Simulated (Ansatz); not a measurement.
# C3H4O: ionisation energy by level of theory

One table from this session's results is given with a row withheld; the runs are named, their logs left out.

Program: Ansatz 0.2.0, Gaussian basis. Level of theory: unrestricted cation, the program's frozen cores in correlated methods. These are calculated values, not measurements.

The runs, in order: UKS PBE-D4/def2-TZVPP; UKS r2SCAN-D4/def2-TZVPP; UKS PBE0-D4/def2-TZVPP; UKS B3LYP-D4/def2-TZVPP; UKS wB97X-V/def2-TZVPP; UKS wB97M-V/def2-TZVPP; UKS B2PLYP/def2-TZVPP; UHF-CCSD(T)/def2-TZVPP; UHF-MP2/def2-QZVPP; extrapolation to the limit; then −ε(HOMO) from the neutral's earlier runs with LDA (SPW92), PBE-D4, revPBE-D4, BLYP-D4, r2SCAN-D4, B97M-V, PBE0-D4, B3LYP-D4, r2SCANh-D4, r2SCAN0-D4, HSE06-D4, BHLYP-D4, CAM-B3LYP-D4, LC-ωPBE, ωB97X-V, ωB97M-V.

## The relaxed structure

The geometry comes from an earlier relaxation with PBE0-D4 in a triple-zeta def2 set; it is a stationary point, not always the lowest conformer.

8 atoms, charge 0, spin multiplicity 1.

Atoms are counted from 1 here; the program's logs count them from 0.

Bond lengths: C1–C2 1.502 Å, C1–H5 1.093 Å, C1–H6 1.093 Å, C1–H7 1.091 Å, C2–C3 1.308 Å, C2–H8 1.084 Å, C3–O4 1.160 Å. Angles: C2–C1–H5 111.1°, C2–C1–H6 111.1°, C2–C1–H7 111.3°, H5–C1–H6 107.9°, H5–C1–H7 107.7°, H6–C1–H7 107.7°, C1–C2–C3 123.5°, C1–C2–H8 121.0°, C3–C2–H8 115.6°, C2–C3–O4 179.9°.

Set-up of the first run:

Contents of in.yaml:

```yaml
crystal:
  periodic: [false, false, false]
  atoms:
    - {symbol: C, position_ang: [-0.515833, 0.789992, -0.190394]}
    - {symbol: C, position_ang: [-0.075592, -0.571006, 0.267357]}
    - {symbol: C, position_ang: [1.134170, -1.034836, 0.090305]}
    - {symbol: O, position_ang: [2.208203, -1.444287, -0.067860]}
    - {symbol: H, position_ang: [-1.341007, 0.717275, -0.903696]}
    - {symbol: H, position_ang: [-0.853850, 1.398169, 0.652724]}
    - {symbol: H, position_ang: [0.298582, 1.325414, -0.679528]}
    - {symbol: H, position_ang: [-0.762673, -1.237920, 0.775290]}
basis:
  gaussian: {orbitals: def2-TZVPP}
total_charge: 1
magnetization: {spin_polarized: true, initial_magnetization: 1}
hamiltonian: {xc: pbe, dispersion: d4}
```

The run is started by

```console
> ansatz run in.yaml --threads 2 --pin off --events-out ev --progress --plain --max-ram 4352MiB
```

Among the steps run: Cation, UKS PBE-D4/def2-TZVPP; Cation, UKS r2SCAN-D4/def2-TZVPP; Cation, UKS PBE0-D4/def2-TZVPP; Cation, UKS B3LYP-D4/def2-TZVPP; Cation, UKS wB97X-V/def2-TZVPP; Cation, UKS wB97M-V/def2-TZVPP; Cation, UKS B2PLYP (frozen core)/def2-TZVPP; Cation, UHF-CCSD(T)/def2-TZVPP; Cation, UHF-MP2/def2-QZVPP.

One table of the session follows, with a row left open; its other results are not shown here.

It belongs to the step «Ionisation energies side by side». Orbital estimates, from the neutral's runs:

```
  functional  −ε(HOMO) (eV)
 LDA (SPW92)           5.53
      PBE-D4           5.36
   revPBE-D4           5.30
     BLYP-D4           5.25
   r2SCAN-D4           5.58
      B97M-V           5.62
     PBE0-D4           6.59
    B3LYP-D4           6.39
  r2SCANh-D4              ?
  r2SCAN0-D4           6.74
    HSE06-D4           6.19
    BHLYP-D4           7.73
CAM-B3LYP-D4           7.94
     LC-ωPBE           9.26
     ωB97X-V           8.90
     ωB97M-V           8.80
```

**Question.** Estimate the row for r2SCANh-D4.

Worked estimate for «−ε(HOMO) (eV)». Against the share of exact exchange, r2SCAN-D4 (0, 5.58), r2SCAN0-D4 (0.25, 6.74) give a slope of 4.64 per unit share; at 0.1 the line stands at 6.04.

**Answer.** −ε(HOMO) (eV): 6.04. In «−ε(HOMO) (eV)» the line misses by 0.00.
